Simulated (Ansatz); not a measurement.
## Worked example: SiH2(CH3)Cl + CF4 → SiH2(CH3)F + CClF3

Species: SiH2(CH3)Cl ((chlorosilyl)methane), singlet; CF4 (tetrafluoromethane) `FC(F)(F)F`, singlet; SiH2(CH3)F, singlet; CClF3 `FC(F)(F)Cl`, singlet. The partners trade Cl for F: Si–Cl and C–F bonds give way to Si–F and C–Cl.

Shapes, held fixed at every level: PBE0-D4/def2-TZVP. Programs: Ansatz 0.2.0. The zero-point and thermal change to 298 K, harmonic and unscaled (PBE0-D4/def2-TZVP), is -2.1 kJ/mol.

At CCSD(T)/CBS estimate; 1 Eh = 2625.50 kJ/mol:

| species | energy (Eh) |
| --- | --- |
| SiH2(CH3)Cl | -789.976378 |
| CF4 | -437.227218 |
| SiH2(CH3)F | -430.003739 |
| CClF3 | -797.197930 |

Work out ΔH(298 K) of the reaction at this level.


1. Products less reactants: (-430.003739) + (-797.197930) − [(-789.976378) + (-437.227218)] = 0.001927 Eh = +5.1 kJ/mol.
2. With the thermal change: +5.1 + (-2.1) = +3.0 kJ/mol.

Other levels give +2.5 (B2PLYP/def2-TZVPP) to +50.3 kJ/mol (HF/def2-SVP). No measured value is set beside it here. The CBS estimate extrapolates MP2 from def2-TZVPP and def2-QZVPP and adds CCSD(T) − MP2 in the triple-zeta set, cores frozen. That is about zero within the method's error.
